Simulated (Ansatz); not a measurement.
# C2H5NO2: one species, many methods

One table from this session's results is given with a row withheld; the runs are named, their logs left out.

Method: functionals in def2-TZVPP, the program's frozen cores in correlated methods; program: Ansatz 0.2.0, Gaussian basis.

Levels to be run: LDA (SPW92), PBE-D4, revPBE-D4, BLYP-D4, r2SCAN-D4, B97M-V, PBE0-D4, B3LYP-D4, r2SCANh-D4, r2SCAN0-D4, HSE06-D4, BHLYP-D4, CAM-B3LYP-D4, LC-ωPBE, ωB97X-V, ωB97M-V, B2PLYP, PBE-QIDH; CCSD(T)/def2-SVP; CCSD(T)/def2-TZVPP; MP2/def2-QZVPP; extrapolation to the limit; RPA on PBE.

**The relaxed structure**

The geometry comes from an earlier relaxation with PBE0-D4 in a triple-zeta def2 set; it is a stationary point, not always the lowest conformer.

SMILES `N/C(O)=C\O`, 10 atoms, charge 0, spin multiplicity 1.

Atoms are counted from 1 here; the program's logs count them from 0.

Bond lengths: N1–C2 1.405 Å, N1–H6 1.014 Å, N1–H7 1.014 Å, C2–O3 1.373 Å, C2–C4 1.332 Å, O3–H8 0.962 Å, C4–O5 1.357 Å, C4–H9 1.083 Å, O5–H10 0.970 Å. Angles: C2–N1–H6 111.4°, C2–N1–H7 111.4°, H6–N1–H7 107.6°, N1–C2–O3 115.0°, N1–C2–C4 119.5°, O3–C2–C4 125.5°, C2–O3–H8 109.4°, C2–C4–O5 123.1°, C2–C4–H9 123.4°, O5–C4–H9 113.5°, C4–O5–H10 105.2°.

The first run:

Input file in.yaml:

```yaml
crystal:
  periodic: [false, false, false]
  atoms:
    - {symbol: N, position_ang: [0.626681, 1.158616, 0.097837]}
    - {symbol: C, position_ang: [0.030743, -0.020320, -0.380796]}
    - {symbol: O, position_ang: [0.058904, -0.172589, -1.744685]}
    - {symbol: C, position_ang: [-0.503125, -0.882564, 0.482801]}
    - {symbol: O, position_ang: [-0.503461, -0.683144, 1.824927]}
    - {symbol: H, position_ang: [0.167308, 1.983252, -0.272912]}
    - {symbol: H, position_ang: [1.605983, 1.210304, -0.160586]}
    - {symbol: H, position_ang: [-0.366294, -1.002696, -1.981807]}
    - {symbol: H, position_ang: [-0.978171, -1.808972, 0.183002]}
    - {symbol: H, position_ang: [-0.055369, 0.166912, 1.955020]}
basis:
  gaussian: {orbitals: def2-TZVPP}
hamiltonian: {xc: lda}
output: {orbitals: {seedname: orbitals}}
```

Steps of the session up to this table: LDA; PBE-D4 (GGA); revPBE-D4 (GGA); BLYP-D4 (GGA); r2SCAN-D4 (meta-GGA); B97M-V (meta-GGA); PBE0-D4 (hybrid); B3LYP-D4 (hybrid); r2SCANh-D4 (hybrid); r2SCAN0-D4 (hybrid); HSE06-D4 (hybrid); BHLYP-D4 (hybrid); CAM-B3LYP-D4 (range-separated); LC-ωPBE (range-separated); ωB97X-V (range-separated); ωB97M-V (range-separated); B2PLYP (double hybrid); PBE-QIDH (double hybrid).

One table of the session follows, with a row left open; its other results are not shown here.

It belongs to the step «Orbital energies across the functionals». 

| functional | HOMO (eV) | LUMO (eV) | gap (eV) |
| --- | --- | --- | --- |
| LDA (SPW92) | -4.64 | -0.11 | 4.53 |
| PBE-D4 | -4.45 | 0.02 | 4.47 |
| revPBE-D4 | -4.38 | 0.08 | 4.46 |
| BLYP-D4 | -4.36 | -0.05 | 4.31 |
| r2SCAN-D4 | -4.65 | 0.61 | 5.26 |
| B97M-V | -4.71 | 0.26 | 4.97 |
| PBE0-D4 | ? | ? | ? |
| B3LYP-D4 | -5.54 | 0.46 | 6.00 |
| r2SCANh-D4 | -5.14 | 0.97 | 6.11 |
| r2SCAN0-D4 | -5.86 | 1.37 | 7.23 |
| HSE06-D4 | -5.32 | 0.49 | 5.81 |
| BHLYP-D4 | -6.91 | 1.42 | 8.33 |
| CAM-B3LYP-D4 | -7.11 | 1.57 | 8.68 |
| LC-ωPBE | -8.41 | 2.94 | 11.35 |
| ωB97X-V | -8.05 | 2.73 | 10.78 |
| ωB97M-V | -7.97 | 2.24 | 10.22 |

Q: Estimate the row for PBE0-D4 from the others.

**Answer.** HOMO (eV): -5.72; LUMO (eV): 0.86; gap (eV): 6.58. In the column «HOMO (eV)» it lies between r2SCAN0-D4 (-5.86) and B3LYP-D4 (-5.54).
